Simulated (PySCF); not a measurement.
CH2, multiplicity 3. Atoms are numbered in the order given.

```xyz
3

C      0.0000     0.0000    -0.1030
H      0.0000    -0.9966     0.3089
H      0.0000     0.9966     0.3089
```
Charge 0, spin multiplicity 3.

Geometry optimised at B3LYP-D3(BJ)/def2-TZVPD. The isomer is the one that the SMILES or the coordinates give; other isomers of the formula were not compared.

All values below come from ωB97X/def2-TZVPD in PySCF.

Mulliken values depend strongly on the basis, most of all with diffuse functions as here. ESP charges are fitted to the potential on shells at 1.4 to 2.0 van der Waals radii. Atomic charges (e):

```tsv
atom	meta-Löwdin	Mulliken	ESP fit	Mulliken spin
C1	(withheld)	-0.61	-0.38	1.71
H2	(withheld)	0.30	0.19	0.14
H3	(withheld)	0.30	0.19	0.14
```

Fill in the missing entries. (The exact figures need the calculation; the answer reports its results.)


- C1, meta-Löwdin: -0.28
- H2, meta-Löwdin: 0.14
- H3, meta-Löwdin: 0.14
